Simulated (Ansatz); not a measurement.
## Ti3O5 (C2/m)

Level of theory: Ansatz, DFT r2SCAN, scalar-relativistic, plane waves, PAW.

Cutoff 500 eV; k points 10×10×4 on the computed 16-atom cell (Γ-centred); Gaussian smearing, width 0.10 eV; collinear spin from starting moments 0 0 0.14 0.14 0.12 0.12 0 0 0 0 0 0 0 0 0 0 μB.

The structure is relaxed at this level of theory with its symmetry kept. Whether it is the stable form of this composition wasn't checked.

```xyz
16
Lattice="4.8718 -1.9112 0.0289 4.8718 1.9112 0.0289 -0.2600 0.0000 9.2995" Properties=species:S:1:pos:R:3 pbc="T T T"
Ti    0.4547    0.0000    3.3619
Ti    9.0289    0.0000    5.9955
Ti    7.5293    0.0000    2.4925
Ti    1.9542    0.0000    6.8649
Ti    1.2541    0.0000    0.4255
Ti    8.2294    0.0000    8.9318
O     9.2846    0.0000    1.4832
O     0.1989    0.0000    7.8742
O     8.3764    0.0000    4.1617
O     1.1071    0.0000    5.1957
O     2.2865    0.0000    2.2804
O     7.1970    0.0000    7.0770
O     5.6452    0.0000    3.2038
O     3.8383    0.0000    6.1536
O     6.5593    0.0000    0.5478
O     2.9242    0.0000    8.8096
```

| Quantity | Value |
| --- | --- |
| Space group | C2/m (No. 12) |
| Volume per atom | 10.83 Å³ |
| Formation energy from the elements' standard states (uncorrected) | -3.233 eV/atom |
| Generalised Kohn–Sham band gap | none (metal) |
| Density of states at the Fermi level | 6.17 states/eV per cell |
| Löwdin character within 0.5 eV of the Fermi level | Ti 3d 89 %, O 2p 9 % |
| Total moment | 0.87 μB per cell |
| Site moments (μB; atoms counted from 1 over the whole cell) | Ti (atom 1) 0.06, Ti (atom 2) 0.06, Ti (atom 3) 0.12, Ti (atom 4) 0.12, Ti (atom 5) 0.11, Ti (atom 6) 0.11 |

The state reached may not be the lowest one.

Only this magnetic start was tried.

Cost: 1 run of about 13 core-minutes, on Intel Xeon 6975P-C (Granite Rapids) (shared hosts).